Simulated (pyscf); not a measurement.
Thermochemistry of product channels of `[AsH]` [triplet] + `[SiH4]` on the triplet surface, in kJ/mol, from ωB97M-D3(BJ)/def2-TZVP energies (ideal gas, 1 atm, RRHO with modes under 100 cm⁻¹ raised to 100, one conformer, R ln 2 for rigid chiral ones). Optimised with ωB97X-D3(BJ)/def2-SVP in PySCF.

```
products                                                ΔE  ΔH(298 K)  ΔG(298 K)  ΔG(900 K)
--------------------------------------------------  ------  ---------  ---------  ---------
`[SiH2]=[AsH]` + `[H]` [doublet] + `[H]` [doublet]  +418.3     +391.4     +364.6     +300.2
`[SiH3][As]` [triplet] + `[H][H]`                     -9.7      -12.4      -10.2      -10.4
`[AsH3]` + `[SiH2]` [triplet]                          ___     +169.1     +161.6     +146.6
`[AsH2]` [doublet] + `[SiH3]` [doublet]              +99.7      +94.3      +85.6      +67.5
`[SiH3][AsH]` [doublet] + `[H]` [doublet]              ___     +128.4     +129.8        ___
`[SiH2][AsH2]` [doublet] + `[H]` [doublet]          +208.0     +196.4     +197.4     +192.3
```

**Question.** Fill in the missing entries.

**Answer.** 
- `[AsH3]` + `[SiH2]` [triplet], ΔE: +173.1
- `[SiH3][AsH]` [doublet] + `[H]` [doublet], ΔE: +139.2
- `[SiH3][AsH]` [doublet] + `[H]` [doublet], ΔG(900 K): +125.7

These are energies of the channels, which say nothing of barriers. SiH₂ [triplet] is an excited spin state, 91.7 kJ/mol over the singlet at ωB97X-D3(BJ). Elements up to Kr have no core potential and no relativistic terms here.
